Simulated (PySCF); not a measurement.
Pivaldehyde cation, C₅H₁₀O (charge +1 and doublet state).
Geometry (PBE0-D3(BJ)/def2-SVP, Å), atoms numbered from 1 in this order:
```
atom  x, y, z in Å
C1    -0.8234    0.6210    1.1492
C2    -0.0047    0.0232    0.0324
C3     1.1159   -0.8934    0.4990
C4     0.3849    1.0118   -1.0536
C5    -0.9341   -1.0573   -0.8171
O6    -2.0262   -1.3188   -0.4914
H7    -1.1359   -0.1284    1.8889
H8    -0.1804    1.3525    1.6671
H9    -1.7053    1.1626    0.7803
H10    1.6909   -1.3344   -0.3279
H11    0.7671   -1.6823    1.1812
H12    1.8034   -0.2512    1.0813
H13   -0.4761    1.5698   -1.4499
H14    1.0468    1.7518   -0.5670
H15    0.9475    0.5516   -1.8783
H16   -0.3962   -1.4878   -1.6954
```

The hyperfine couplings belong to this conformer and change with its torsions.

The species is pivaldehyde cation (`[O+]=CC(C)(C)C`) [radical] (charge +1).

Level of theory: PySCF 2.14.0, UKS B3LYP, IGLO-III on C O, pcH-1 on H, non-relativistic, mean-field spin-orbit, GIAO. Geometry: PBE0-D3(BJ)/def2-SVP; no solvent, vibrations or thermal averaging. No stability test was run, so a lower SCF solution isn't excluded.

Give the principal g shifts and their parts.

```
                    Δg (ppm)      1     2     3
relativistic mass correction   -241  -241  -241
            gauge correction     32     0    33
   orbital Zeeman/spin–orbit  -1090   622  4890
                       total  -1298   381  4683
```

So g = 2.00102, 2.00270, 2.00700 and g_iso = 2.00357; the tensor is rhombic: the two nearest values differ by 28 % of g3 − g1. Axes: g1 points within 8° of the C5–O6 bond.

How much does each term add to the isotropic shift?

The orbital-Zeeman/spin–orbit term 1474, the mass correction -241 and the gauge correction 22 ppm, for a total of 1255 ppm. The orbital-Zeeman/spin–orbit term is the largest in size. The mass correction is the same along every axis, so the anisotropy comes from the other two: their spans along these axes are 33 (gauge) and 5980 ppm (orbital Zeeman/spin–orbit).

At 33.976 GHz, how far is the centre of the isotropic spectrum from where a free electron (g = 2.002319) resonates?

B = hν/(g μB) with μB/h = 13.99624 MHz/mT gives 1212.35 mT for the free electron and 1211.59 mT at g_iso, 0.76 mT lower.

In a frozen sample, at which fields do the three g values resonate at 9.5, 34, 94 and 263 GHz (hyperfine left aside), and which band first spreads them over more than twice a line width of 0.3 mT?

```csv
band,GHz,B(g3) mT,B(g2) mT,B(g1) mT,spread mT
X,9.5,338.19,338.92,339.20,1.01
Q,34.0,1210.37,1212.97,1213.99,3.62
W,94.0,3346.33,3353.52,3356.33,10.00
J,263.0,9362.60,9382.71,9390.58,27.98
```

The spread grows in proportion to the frequency. X band is the first where it exceeds 0.6 mT.

The largest Mulliken spin populations are on O6 (+0.51), C2 (+0.21) and H16 (+0.12).

The HOMO–LUMO gaps are 6.42 eV among the α and 3.72 eV among the β orbitals.
